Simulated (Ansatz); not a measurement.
# C4H11P (tert-butylphosphine) at CCSD(T)/6-31G(d) (spherical functions)

What is the vertical ionisation energy of C4H11P (tert-butylphosphine) at CCSD(T)/6-31G* (spherical functions)? 

The results are computed with Ansatz 0.2.0.

54 further runs of the same task are left out: 54 set aside as unsound or not needed.

### Step 1. The molecule

The species is C4H11P (16 atoms), meant as a singlet with charge 0. SMILES: `CC(C)(C)P`. Geometry: relaxed at PBE0-D4/def2-TZVP. This is one conformer, not always the lowest.

Bond lengths: C1–C2 1.523 Å, C2–C3 1.527 Å, C2–C4 1.527 Å, C2–P5 1.872 Å, C1–H6 1.092 Å, C1–H7 1.096 Å, C1–H8 1.092 Å, C3–H9 1.093 Å, C3–H10 1.093 Å, C3–H11 1.095 Å, C4–H12 1.093 Å, C4–H13 1.093 Å, C4–H14 1.095 Å, P5–H15 1.422 Å, P5–H16 1.422 Å. Some angles: C1–C2–C3 110.1°, C1–C2–C4 110.0°, C1–C2–P5 112.6°, C3–C2–C4 109.8°, C3–C2–P5 107.1°, C4–C2–P5 107.1°, C2–C1–H6 111.4°, C2–C1–H7 110.3°, C2–C1–H8 111.4°, C2–C3–H9 111.6°.

### Step 2. The energy at CCSD(T)/6-31G(d) (spherical functions)

job.yaml

```yaml
crystal:
  periodic: [false, false, false]
  atoms:
    - symbol: C
      position_ang: [-0.741780, 0.582300, -1.051100]
    - symbol: C
      position_ang: [0.035910, -0.030370, 0.105610]
    - symbol: C
      position_ang: [1.479480, 0.466250, 0.087120]
    - symbol: C
      position_ang: [0.012170, -1.553500, 0.003740]
    - symbol: P
      position_ang: [-0.680560, 0.421300, 1.774860]
    - symbol: H
      position_ang: [-0.742250, 1.673450, -0.997130]
    - symbol: H
      position_ang: [-0.290390, 0.293200, -2.007510]
    - symbol: H
      position_ang: [-1.780850, 0.244920, -1.055490]
    - symbol: H
      position_ang: [2.060940, 0.041070, 0.909040]
    - symbol: H
      position_ang: [1.529020, 1.555730, 0.165270]
    - symbol: H
      position_ang: [1.962690, 0.177600, -0.852030]
    - symbol: H
      position_ang: [-1.010560, -1.939840, 0.019660]
    - symbol: H
      position_ang: [0.562950, -2.019500, 0.824670]
    - symbol: H
      position_ang: [0.474130, -1.873090, -0.936090]
    - symbol: H
      position_ang: [-0.829160, 1.815640, 1.538880]
    - symbol: H
      position_ang: [-2.041750, 0.144830, 1.470480]
basis:
  gaussian: {orbitals: 6-31G_st_-spherical.json}
correlation: {method: ccsd_t, frozen_orbitals: {C: 1, H: 0, P: 5}}
accuracy: high
scf: {omitted_lower_state_checks: [cluster_reference, increment]}
```

The basis set 6-31G* is read from a file made from the Basis Set Exchange's data (not shown).

The run is started by

```sh
$ ansatz run job.yaml --threads 1 --pin off --max-ram 3480MiB --events-out events.jsonl --progress --plain --runs-dir runs
```

Standard output:

```text
Warning: RAYON_NUM_THREADS=1 ignored (pool sized by the plan → 1); use --threads N
Functional definition: HF
  name "HF"
  exchange = exact_x
  correlation = 0
these checks for a lower state are left out or cut short: cluster_reference, increment
2474 factors; integrals over basis functions are off by at most 4.0e-9 eV
mean field evaluation 1: about -13564.2443 eV, gradient 2.9e1 eV
mean field evaluation 2: about -13564.3695 eV, gradient 2.9e1 eV
mean field evaluation 4: about -13567.0942 eV, gradient 3.5e0 eV
mean field evaluation 8: about -13567.1341 eV, gradient 1.7e-1 eV
mean field -13567.13422281 eV, -498.5829865545 hartree, gradient 3.8e-8 eV, S^2 0.000000; 0 other end points of the search recorded, 0 dependent functions left out
9 core orbitals not correlated: weight in the atoms' cores, before any rotation towards them, 1.000 or more for the frozen orbitals, at most 0.000 for the correlated occupied ones
reference -13567.13422281 eV, -498.5829865545 hartree; 16, 16 occupied and 71, 71 virtual orbitals, 2474 factors
second order -17.20712867 eV of doubles, -0.00000000 eV of singles
cycle   1  -18.42576432 eV  change    -1.2e0 eV  update   9.6e-2
cycle   2  -19.03384534 eV  change   -6.1e-1 eV  update   3.0e-2
cycle   3  -19.11010553 eV  change   -7.6e-2 eV  update   9.4e-3
cycle   4  -19.11275065 eV  change   -2.6e-3 eV  update   2.7e-3
cycle   5  -19.11277803 eV  change   -2.7e-5 eV  update   7.8e-4
cycle   6  -19.11263070 eV  change    1.5e-4 eV  update   2.7e-4
cycle   7  -19.11258152 eV  change    4.9e-5 eV  update   7.8e-5
cycle   8  -19.11257242 eV  change    9.1e-6 eV  update   2.7e-5
cycle   9  -19.11256539 eV  change    7.0e-6 eV  update   7.0e-6
cycle  10  -19.11256246 eV  change    2.9e-6 eV  update   1.9e-6
cycle  11  -19.11256327 eV  change   -8.1e-7 eV  update   6.7e-7
cycle  12  -19.11256340 eV  change   -1.2e-7 eV  update   2.5e-7
cycle  13  -19.11256364 eV  change   -2.4e-7 eV  update   8.7e-8
cycle  14  -19.11256367 eV  change   -3.0e-8 eV  update   4.3e-8
cycle  15  -19.11256367 eV  change    4.2e-9 eV  update   2.8e-8
cycle  16  -19.11256422 eV  change   -5.5e-7 eV  update   1.6e-7
cycle  17  -19.11256433 eV  change   -1.1e-7 eV  update   4.5e-8
cycle  18  -19.11256437 eV  change   -3.1e-8 eV  update   1.3e-8
cycle  19  -19.11256437 eV  change   -4.4e-9 eV  update   3.8e-9
cycle  20  -19.11256437 eV  change  -7.0e-10 eV  update   1.2e-9
perturbative correction -0.56825725 eV, -0.0208830688 hartree
Total energy: -13586.81504443 eV, -499.3062434089 hartree
Checks for a lower state left out: cluster_reference, increment
```

It took 41 s on 1 thread of Arm Neoverse V1, shared host; peak memory 0.7 GiB.

### Step 3. The doublet cation

run.yaml

```yaml
crystal:
  periodic: [false, false, false]
  atoms:
    - {symbol: C, position_ang: [-0.741780, 0.582300, -1.051100]}
    - {symbol: C, position_ang: [0.035910, -0.030370, 0.105610]}
    - {symbol: C, position_ang: [1.479480, 0.466250, 0.087120]}
    - {symbol: C, position_ang: [0.012170, -1.553500, 0.003740]}
    - {symbol: P, position_ang: [-0.680560, 0.421300, 1.774860]}
    - {symbol: H, position_ang: [-0.742250, 1.673450, -0.997130]}
    - {symbol: H, position_ang: [-0.290390, 0.293200, -2.007510]}
    - {symbol: H, position_ang: [-1.780850, 0.244920, -1.055490]}
    - {symbol: H, position_ang: [2.060940, 0.041070, 0.909040]}
    - {symbol: H, position_ang: [1.529020, 1.555730, 0.165270]}
    - {symbol: H, position_ang: [1.962690, 0.177600, -0.852030]}
    - {symbol: H, position_ang: [-1.010560, -1.939840, 0.019660]}
    - {symbol: H, position_ang: [0.562950, -2.019500, 0.824670]}
    - {symbol: H, position_ang: [0.474130, -1.873090, -0.936090]}
    - {symbol: H, position_ang: [-0.829160, 1.815640, 1.538880]}
    - {symbol: H, position_ang: [-2.041750, 0.144830, 1.470480]}
basis:
  gaussian:
    orbitals: 6-31G_st_-spherical.json
total_charge: 1
magnetization:
  spin_polarized: true
  initial_magnetization: 1
correlation:
  method: ccsd_t
  frozen_orbitals: {C: 1, H: 0, P: 5}
accuracy: high
scf:
  omitted_lower_state_checks: [cluster_reference, increment]
```

The basis set 6-31G* is read from a file made from the Basis Set Exchange's data (not shown).

The run is started by

```sh
$ ansatz run run.yaml --threads 1 --pin off --max-ram 3480MiB --events-out events.jsonl --progress --plain --runs-dir runs
```

Standard output:

```text
Warning: RAYON_NUM_THREADS=1 ignored (pool sized by the plan → 1); use --threads N
[... 4 set-up lines as earlier in the session ...]
these checks for a lower state are left out or cut short: cluster_reference, increment
2472 factors; integrals over basis functions are off by at most 4.0e-9 eV
mean field evaluation 1: about -13553.0231 eV, gradient 3.1e1 eV
mean field evaluation 2: about -13553.1537 eV, gradient 3.1e1 eV
mean field evaluation 4: about -13558.7036 eV, gradient 3.3e0 eV
mean field evaluation 8: about -13558.8161 eV, gradient 1.7e-1 eV
mean field evaluation 16: about -13558.8175 eV, gradient 2.0e-8 eV
mean field -13558.81748684 eV, -498.2773521448 hartree, gradient 2.0e-8 eV, S^2 0.756691; 1 other end points of the search recorded, 0 dependent functions left out
9 core orbitals not correlated: weight in the atoms' cores, before any rotation towards them, 1.000 or more for the frozen orbitals, at most 0.000 for the correlated occupied ones
reference -13558.81748684 eV, -498.2773521448 hartree; 16, 15 occupied and 71, 72 virtual orbitals, 2472 factors
second order -16.66743412 eV of doubles, -0.00000000 eV of singles
cycle   1  -17.87202283 eV  change    -1.2e0 eV  update   9.9e-2
cycle   2  -18.47098797 eV  change   -6.0e-1 eV  update   3.2e-2
cycle   3  -18.56966227 eV  change   -9.9e-2 eV  update   1.5e-2
cycle   4  -18.57181398 eV  change   -2.2e-3 eV  update   6.0e-3
cycle   5  -18.57170944 eV  change    1.0e-4 eV  update   4.0e-3
cycle   6  -18.57133602 eV  change    3.7e-4 eV  update   2.3e-3
cycle   7  -18.57182247 eV  change   -4.9e-4 eV  update   1.2e-3
cycle   8  -18.57226601 eV  change   -4.4e-4 eV  update   7.0e-4
cycle   9  -18.57222348 eV  change    4.3e-5 eV  update   3.9e-4
cycle  10  -18.57224180 eV  change   -1.8e-5 eV  update   2.1e-4
cycle  11  -18.57231724 eV  change   -7.5e-5 eV  update   1.3e-4
cycle  12  -18.57229084 eV  change    2.6e-5 eV  update   7.6e-5
cycle  13  -18.57229679 eV  change   -5.9e-6 eV  update   3.5e-5
cycle  14  -18.57227685 eV  change    2.0e-5 eV  update   1.5e-5
cycle  15  -18.57226735 eV  change    9.5e-6 eV  update   7.5e-6
cycle  16  -18.57226755 eV  change   -2.0e-7 eV  update   3.0e-6
cycle  17  -18.57226765 eV  change   -1.0e-7 eV  update   1.2e-6
cycle  18  -18.57226770 eV  change   -4.9e-8 eV  update   5.0e-7
cycle  19  -18.57226779 eV  change   -9.1e-8 eV  update   2.2e-7
cycle  20  -18.57226781 eV  change   -1.9e-8 eV  update   1.0e-7
cycle  21  -18.57226783 eV  change   -2.2e-8 eV  update   5.3e-8
cycle  22  -18.57226784 eV  change   -1.3e-8 eV  update   3.3e-8
cycle  23  -18.57226782 eV  change    2.2e-8 eV  update   9.9e-8
cycle  24  -18.57226784 eV  change   -2.1e-8 eV  update   2.4e-8
cycle  25  -18.57226785 eV  change   -5.3e-9 eV  update   7.8e-9
cycle  26  -18.57226785 eV  change   -2.8e-9 eV  update   4.0e-9
cycle  27  -18.57226785 eV  change  -2.2e-11 eV  update   2.5e-9
perturbative correction -0.57065094 eV, -0.0209710353 hartree
Total energy: -13577.96040563 eV, -498.9808414349 hartree
Checks for a lower state left out: cluster_reference, increment
```

Run time: 2.9 min. Hardware: 1 thread of Arm Neoverse V1, shared host; peak memory 1.4 GiB.

### Step 4. Summary of results

At CCSD(T)/6-31G* (spherical functions), 9 core orbitals frozen:

| quantity | value |
| --- | --- |
| singlet C4H11P: total energy | -499.30624 Eh |
| singlet C4H11P: correlation energy (9 core orbitals frozen) | -723.3 mEh |
| singlet C4H11P: (T) correction | -20.88 mEh |
| singlet C4H11P: T1 diagnostic | 0.009 |
| doublet cation: total energy | -498.98084 Eh |
| doublet cation: correlation energy (9 core orbitals frozen) | -703.5 mEh |
| doublet cation: (T) correction | -20.97 mEh |
| doublet cation: ⟨S²⟩ of the reference determinant | 0.757 |
| doublet cation: T1 diagnostic | 0.013 |
| vertical ionisation energy (to the doublet cation) | 8.855 eV |

**Reading.** Removing an electron at fixed nuclei costs 8.85 eV (204 kcal/mol). The triples (singlet C4H11P) make up 2.9 % of the correlation energy. The triples (doublet cation) make up 3.0 % of the correlation energy.
